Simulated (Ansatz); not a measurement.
Consider the atomization: `CCN` → 2 C• + 7 H• + N•.

Computed with Ansatz on PBE0-D4/def2-TZVP structures; ΔE is electronic, products minus reactants. CCSD(T)/CBS adds triple-zeta CCSD(T) − MP2 to the extrapolated MP2 energy (def2 sets, frozen cores). This one scheme is used for every species, atoms too. No spin–orbit coupling; open shells (•) take unrestricted orbitals. Spin–orbit coupling would lower the free atoms: a little for C. Each species was taken in one conformer, which may not be the lowest.

```json
{"species": "`CCN`", "SCS-MP2/def2-TZVPP energy (Eh)": "-134.89076"}
{"species": "C•", "SCS-MP2/def2-TZVPP energy (Eh)": "-37.76105"}
{"species": "H•", "SCS-MP2/def2-TZVPP energy (Eh)": "-0.49981"}
{"species": "N•", "SCS-MP2/def2-TZVPP energy (Eh)": "-54.49155"}
```

(1) Work out ΔE.

Largest T1 diagnostic among the species: 0.009.

Answers

(1) ΔE = 7 × (-0.49981) + 2 × (-37.76105) + (-54.49155) − (-134.89076) = 1.37844 Eh = +3619.1 kJ/mol. CCSD(T)/CBS gives +3675.9 kJ/mol.

The D4 term adds +18.7 kJ/mol with B3LYP and +9.7 kJ/mol with PBE0; it sums over pairs of atoms, weighted by their polarisabilities, and B3LYP, whose exchange is more repulsive, gets the larger term. From PBE to PBE0 (25 % exact exchange), in def2-TZVPP and without D4, ΔE moves by −51.3 kJ/mol: exact exchange takes away binding that semilocal exchange gives to molecules.

B3LYP here is the variant with VWN-RPA as its local correlation; programs differ in this.

For atomizations the MP2-based limit and the directly extrapolated one differ by several kJ/mol either way, and by 10 to 25 for some Ge, Se and Sn compounds, so smaller differences from it don't rank the levels.
